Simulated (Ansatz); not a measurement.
**Diamond**

These are PBE-D3(BJ) in Ansatz (plane waves, PAW) values and carry that method's errors.

Settings: plane-wave cutoff 500 eV, 14×14×14 k mesh, gaussian smearing 0.02 eV, scalar-relativistic PAW data made under PBE.

Cell (relaxed at this level):

```xyz
2
Lattice="0.0000 1.7785 1.7785 1.7785 0.0000 1.7785 1.7785 1.7785 0.0000" Properties=species:S:1:pos:R:3 pbc="T T T"
C      0.0000     0.0000     0.0000
C      0.8892     0.8892     0.8892
```

| Property | Result |
|---|---|
| band gap | 4.16 eV (on the SCF k mesh) |

Measured, for comparison: band gap 5.48 eV (low temperature, zero-point motion not removed; as tabulated in arXiv:1206.3780). Computed (rounded) less measured: band gap -1.32 eV.

Static lattice: no zero-point or thermal effects.

Cost on a shared machine: around 5 core-seconds (rough).

Ansatz is a quantum-chemistry and plane-wave program.
